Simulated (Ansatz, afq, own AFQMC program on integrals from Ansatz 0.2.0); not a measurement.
Two steps: Ansatz 0.2.0 writes the Fock matrix and Cholesky factors of the valence space, and afq projects on them the lowest state that overlaps trial and start.

```yaml
crystal:
  periodic: [false, false, false]
  atoms:
    - {symbol: Si, position_ang: [0.000000, 0.000000, 0.489694]}
    - {symbol: O, position_ang: [0.000000, 0.000000, -1.026105]}
    - {symbol: H, position_ang: [0.000000, 1.230909, 1.321383]}
    - {symbol: H, position_ang: [0.000000, -1.230909, 1.321383]}
basis:
  gaussian: {orbitals: cc-pVDZ}
magnetization: {spin_polarized: false}
correlation: {method: ccsd_t, electrons: outside_noble_gas, hamiltonian_folder: ham}
```

```sh
$ ansatz run in.yaml --threads 1 --pin off --events-out ev --progress --plain --max-ram 1843MiB
```

afq runs on the folder ham with

```
--method phaseless --trial cisd --walkers 60 --populations 1 --least-time 40 --time-step 0.005 --steps-per-block 50 --equilibration-blocks 28 --max-blocks 300 --target-error 0.00042 --factor-cut 1e-05 --seed 1592 --release-times 0.24,0.51,0.99,1.62,2.4 --release-step 0.03 --release-every 4 --taylor-order 6
```

Times are imaginary, in 1/Eh. The walk had a cap of 513 s.

afq prints:

```
orbitals 36  electrons 6 6  factors 269 of 397
reference energy -364.92590611 Eh
CCSD correlation -0.30450190 Eh in 12 cycles, weight of the determinant in the CISD state 0.8783
energy of the start -365.230408 Eh
 block  time / (1/Eh)  mean weight  energy / Eh
     1     0.250  1.0004  -365.226821
     2     0.500  1.0000  -365.229964
     3     0.750  0.9978  -365.233975
     4     1.000  1.0008  -365.238724
     5     1.250  1.0029  -365.236514
     9     2.250  1.0007  -365.251031
    33     8.250  1.0020  -365.236926
    65    16.250  1.0015  -365.243592
    97    24.250  0.9984  -365.241116
   129    32.250  0.9994  -365.234534
   161    40.250  0.9985  -365.239832
   193    48.250  0.9987  -365.253529
   225    56.250  0.9984  -365.232700
   233    58.250  1.0015  -365.258801
   257    64.250  1.0015  -365.229266
   289    72.250  0.9986  -365.235537
   321    80.250  1.0036  -365.249837
blocks merged  error / Eh  count
     1  0.000475  300
     2  0.000547  150
     4  0.000610  75
     8  0.000695  37
    16  0.000710  18
    32  0.000689  9
released: time / (1/Eh)  energy / Eh  error  mean overlap
  0.24  -365.242201  0.000820  0.9970
  0.51  -365.242565  0.000788  0.9884
  0.99  -365.243164  0.000838  0.9585
  1.62  -365.241475  0.000748  0.9721
  2.40  -365.240833  0.001235  0.9872
energy -365.242079 +/- 0.000710 Eh
(rows thinned)
```

The run passed its tests (sampling time, drift between the halves within three errors, error under three times the target), which doesn't prove that it has relaxed.

Against this walk (error 19.3 meV) on the same determinant: CCSD(T) 52.8 meV higher, CCSDT(Q) 3.8 meV lower (within the noise). The error is statistical and leaves out the bias of the constraint. Released to 2.40 1/Eh the energy moves by 34 ± 39 meV (both errors), within twice the noise.

Cautions: constraint bias not in the error; error above the target (19.3 against 11.4 meV); raised T1 diagnostic (T1 0.025, weight of the determinant 0.88, largest double 0.09); the bias of populations of 60 walkers isn't removed.

The walk took 3.6 min on 1 thread of Intel(R) Xeon(R) 6975P-C (Granite Rapids), on a shared host. The log's last line is the phaseless energy.

CCSDT and higher add their correlation energy to the determinant of the CCSD(T) run, since their own runs factorise the integrals more tightly (a shift of under 2 meV). A walk keeps the symmetry of its determinant, which the program's search chose and which needn't be the lowest solution, so a lower state of the same spin and another symmetry isn't excluded.
